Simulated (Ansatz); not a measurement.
The same path of C₂H₃NO (7 atoms, charge 0, multiplicity 1) was run twice with different band settings. The coordinate that changes most is the dihedral H5–O1–C2–N4.

These are results of RHF/6-31G* in Ansatz, not measurements.

Relaxed end points:

```xyz
7
Properties=species:S:1:pos:R:3
O -1.214 0.949 -0.600
C -0.198 0.338 -0.041
C 0.900 0.295 0.566
N 0.131 -1.022 0.257
H -1.898 0.315 -0.783
H 1.733 0.583 1.157
H 0.546 -1.457 -0.556
```

```xyz
7
Properties=species:S:1:pos:R:3
O -1.470 0.366 -0.605
C -0.315 0.051 -0.070
C 0.792 0.269 0.491
N 0.312 -1.186 0.226
H -1.623 1.301 -0.528
H 1.533 0.738 1.088
H 0.771 -1.538 -0.602
```

Common settings: movable images 7; climbing image yes; spring 5.0 eV/Å²; start path IDPP; force threshold 0.05 eV/Å; iteration limit 60; end points relaxed.

| run | optimiser |
| --- | --- |
| 1 | quadratic models (default) |
| 2 | lbfgs |

Question: What does each run give, and how far can it be trusted?

Answer: Run 1: converged after 8 iterations, highest image 0.181 eV above the first end. A vibrational analysis at the climbing image gives one clearly imaginary mode, 391i cm⁻¹: a first-order saddle point.
Run 2: converged after 42 iterations, highest image 0.182 eV above the first end. Another band between the same ends (7 images) ends at a top of the same energy, where a vibrational analysis finds 1 clearly imaginary mode.
